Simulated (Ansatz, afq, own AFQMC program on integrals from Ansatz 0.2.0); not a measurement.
Two steps: Ansatz 0.2.0 writes the Fock matrix and Cholesky factors of the valence space, and afq projects on them the lowest state that overlaps trial and start.

```yaml
crystal:
  periodic: [false, false, false]
  atoms:
    - {symbol: Zr, position_ang: [0.000000, 0.000000, 0.000000]}
    - {symbol: S, position_ang: [0.000000, 0.000000, 2.182917]}
basis:
  gaussian: {orbitals: def2-SVP}
total_charge: 1
magnetization: {spin_polarized: false, initial_magnetization: 1}
correlation: {method: ccsd_t, electrons: outside_noble_gas, hamiltonian_folder: ham}
```

```sh
$ ansatz run in.yaml --threads 1 --pin off --events-out ev --progress --plain --max-ram 16896MiB --backend cuda --devices 0, --max-vram 18GiB
```

Options of the walk:

```
--method free --trial cisd --walkers 4000 --time-step 0.03 --max-blocks 4000 --target-error 0.00036 --factor-cut 1e-05 --seed 9784 --times 0,0.3,0.6,1.2,1.8,2.4,3.6,4.8,6 --taylor-order 8
```

Times are imaginary, in 1/Eh. The walk had a cap of 62 s. Core potentials past Kr, no spin–orbit coupling.

afq prints:

```
orbitals 40  electrons 5 4  factors 327 of 488
reference energy -443.67503414 Eh
CCSD correlation -0.20165491 Eh in 15 cycles, weight of the determinant in the CISD state 0.8571
repeat  energy at the last time / Eh  error
    10  -443.892546  0.000755
    20  -443.893070  0.000509
    30  -443.893468  0.000409
    40  -443.893647  0.000345
time / (1/Eh)  energy / Eh  error  mean overlap
  0.00  -443.876719  0.000038  1.1668
  0.30  -443.884063  0.000071  1.1672
  0.60  -443.887600  0.000069  1.1701
  1.20  -443.890798  0.000088  1.1774
  1.80  -443.892347  0.000109  1.1838
  2.40  -443.893066  0.000139  1.1918
  3.60  -443.893675  0.000180  1.2145
  4.80  -443.893617  0.000273  1.2410
  6.00  -443.893709  0.000342  1.2745
energy -443.893709 +/- 0.000342 Eh
```

The run passed its tests (error under three times the target), which doesn't prove that it has relaxed.

Against this walk (error 9.3 meV) on the same determinant: CCSD(T) 8.4 meV higher (within the noise), CCSDT(Q) 9.9 meV higher (within the noise). The error is statistical, and a free projection of finite length keeps a remainder of its start.

Cautions: remainder of the start not in the error; no spin-orbit coupling; outer-core shells of the metal frozen; a spin-contaminated unrestricted determinant lies lower (UHF 121 meV lower, ⟨S²⟩ 0.92); raised T1 diagnostic (T1 0.045, weight of the determinant 0.86, largest double 0.06); (T) is large, 8 % of the CCSD correlation; CCSDT(Q) on the UHF determinant differs (95 meV lower), by its state or its frozen core.

The walk took 52 s on 1 × NVIDIA H100 80GB HBM3 with 2 threads of AMD EPYC 7R13 Processor (Zen 3) (shared host) (the card was shared). The log's last line is the free-projection energy.

CCSDT and higher add their correlation energy to the determinant of the CCSD(T) run, since their own runs factorise the integrals more tightly (a shift of under 2 meV). A walk keeps the symmetry of its determinant, which the program's search chose and which needn't be the lowest solution, so a lower state of the same spin and another symmetry isn't excluded.
